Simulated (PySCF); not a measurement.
C₃H₄, charge +1, multiplicity 2. Atoms are numbered in the order given.

```xyz
7

C     -1.3107     0.0000     0.0000
C      0.0000     0.0000     0.0000
C      1.3107     0.0000     0.0000
H     -1.8727     0.8504    -0.3894
H     -1.8727    -0.8504     0.3894
H      1.8727    -0.8504    -0.3894
H      1.8727     0.8504     0.3894
```
Charge +1, spin multiplicity 2.

Geometry optimised at B3LYP-D3(BJ)/def2-TZVP. The multiplicity is an assumed one; other spin states were not compared.

Computed with PBE/def2-TZVPD in PySCF.

Mulliken values depend strongly on the basis, most of all with diffuse functions as here. ESP charges are fitted to the potential on shells at 1.4 to 2.0 van der Waals radii. Atomic charges (e):

| atom | ESP fit | meta-Löwdin | Mulliken | Mulliken spin |
|---|---|---|---|---|
| C1 | ? | -0.10 | -0.27 | 0.36 |
| C2 | ? | 0.25 | 0.42 | 0.19 |
| C3 | ? | -0.10 | -0.27 | 0.36 |
| H4 | ? | 0.24 | 0.28 | 0.02 |
| H5 | ? | 0.24 | 0.28 | 0.02 |
| H6 | ? | 0.24 | 0.28 | 0.02 |
| H7 | ? | 0.24 | 0.28 | 0.02 |

Q: Some entries are withheld; supply them. (An estimate is asked for; the answer gives what the named calculation found.)

A: 
- C1, ESP fit: -0.30
- C2, ESP fit: 0.39
- C3, ESP fit: -0.30
- H4, ESP fit: 0.30
- H5, ESP fit: 0.30
- H6, ESP fit: 0.30
- H7, ESP fit: 0.30
